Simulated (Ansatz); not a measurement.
Correlation energies of AlBH4O (`O[BH][AlH2]`) by basis set

Z-matrix (Å, degrees):
```
B
Al 1 2.147
O 1 1.358 2 119.1
H 1 1.212 2 123.6 3 -180.0
H 2 1.595 1 121.6 3 91.6
H 2 1.595 1 121.6 3 -90.9
H 3 0.962 1 113.8 2 -180.0
```

The species carries charge 0 and has multiplicity 1. The structure was optimised at the PBE0-D4/def2-TZVP level. It is one conformer, not always the lowest. Frozen core, restricted reference, Ansatz 0.2.0. CBS rows extrapolate triple and quadruple zeta; past MP2 they add the triple-zeta difference.

```csv
basis,HF (Eh),MP2 corr.
def2-SVP,-343.64319,-0.33534
def2-TZVPP,-343.84966,-0.42073
def2-QZVPP,-343.86178,-0.45269
```

Q: Estimate the CCSD correlation energy and the (T) correction in each basis where they were run (hartree).

A: 
```csv
basis,CCSD corr.,(T)
def2-SVP,-0.37128,-0.00861
def2-TZVPP,-0.45319,-0.01501
CBS(def2),-0.50882,as TZ
```
